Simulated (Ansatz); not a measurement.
Input file:

```yaml
crystal:
  periodic: [false, false, false]
  atoms:
    - {symbol: O, position_ang: [0.000000, 0.000000, 1.323100]}
    - {symbol: C, position_ang: [0.000000, 0.000000, 0.166400]}
    - {symbol: P, position_ang: [0.000000, 0.000000, -1.489500]}
basis:
  gaussian: {orbitals: STO-3G}
magnetization: {spin_polarized: false, initial_magnetization: 1}
correlation: {active_space: {ras: {orbitals: [7, 1, 4], electrons: 15, max_holes: 2, max_particles: 2}, fixed_orbitals: true}}
output: {forces: true}
```

```sh
$ ansatz run in.yaml --threads 1 --pin off --events-out ev --progress --plain --max-ram 2393MiB
```

Log:

```
234 factors; integrals over basis functions are off by at most 3.1e-5 eV
mean field evaluation 1: about -12190.5671 eV, gradient 2.7e1 eV
mean field evaluation 2: about -12190.6057 eV, gradient 2.7e1 eV
mean field evaluation 4: about -12192.6313 eV, gradient 1.7e0 eV
mean field evaluation 8: about -12192.6823 eV, gradient 8.3e-2 eV
mean field evaluation 16: about -12192.6702 eV, gradient 1.4e0 eV
mean field -12192.68080838 eV, -448.0727552122 hartree, gradient 1.8e-6 eV, S^2 0.750000; 2 other end points of the search recorded, 0 dependent functions left out
reference -12192.68080838 eV, -448.0727552122 hartree; 15, 14 occupied and 4, 5 virtual orbitals, 234 factors
state -12197.29162787 eV, -448.2421997028 hartree
the calculation of the forces begins
Total energy: -12197.29162787 eV, -448.2421997028 hartree
Atom 0 at     0.000000     0.000000     1.323100 Å, force    -0.000000    -0.000000     7.944751 eV/Å
Atom 1 at     0.000000     0.000000     0.166400 Å, force    -0.000000     0.000000    -9.097530 eV/Å
Atom 2 at     0.000000     0.000000    -1.489500 Å, force     0.000000    -0.000000     1.152778 eV/Å
Dipole moment:     0.000000     0.000000    -0.064597 e Å
```

Forces (eV/Å):
```
O    0.000  0.000  7.945
C    0.000  0.000 -9.098
P    0.000  0.000  1.153
```

Ran on 1 thread of Arm Neoverse V1, shared host: 0.36 s wall, 0.07 GiB peak host memory.
